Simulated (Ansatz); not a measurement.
## One structure, 3 elements: Ta2Cu, Ta2Ag, Ta2Au

Plane-wave DFT in Ansatz with scalar-relativistic PAW potentials, cutoff 420 eV, Γ-centred meshes chosen by cell and gap, Gaussian smearing with energies taken to zero width. Every cell was relaxed (cell and atoms) in a run of its own, within the symmetry of its start. Functional: PBE.

All members share space group Fd-3m and the same sites; only the element on one set of sites changes (Cu, Ag, Au). Members needn't be the stable form of their composition. Energies over the elements, where given, are against the elements' standard states in the same functional (H₂, N₂, O₂ and halogens uncorrected, Hg as a solid). The first member:

Space group Fd-3m:1 (No. 227). a = 7.593 Å, b = 7.593 Å, c = 7.593 Å, α = 90.00°, β = 90.00°, γ = 90.00°
| atom | site | symmetry | x | y | z |
| --- | --- | --- | --- | --- | --- |
| Ta | 16d | .-3m | 0.1250 | 0.6250 | 0.1250 |
| Cu | 8a | -43m | 0.5000 | 0.0000 | 0.5000 |

| compound | V (Å³/atom) | a (Å) | energy over elements (eV/atom) |
| --- | --- | --- | --- |
| Ta2Cu | 18.24 | 7.593 | 0.719 |
| Ta2Au | 18.86 | 7.678 | 0.365 |

Problem. Predict the member with Ag.

Solution. V (Å³/atom) 19.22, a (Å) 7.727, energy over elements (eV/atom) 0.563. Interpolating linearly in period between Cu and Au would give 18.55 Å³/atom (3.5 % too small), with 0.542 eV/atom over the elements. Over the whole series the volume has no steady trend down the group (least for Cu); all are metallic on the mesh; none is bound against its elements in this structure, and Au comes closest. Au is no larger than Ag here (18.86 against 19.22 Å³/atom), as one expects from the lanthanide contraction and relativistic shrinking of 6s.

Spin-orbit coupling is left out, which matters for the bands of heavy elements.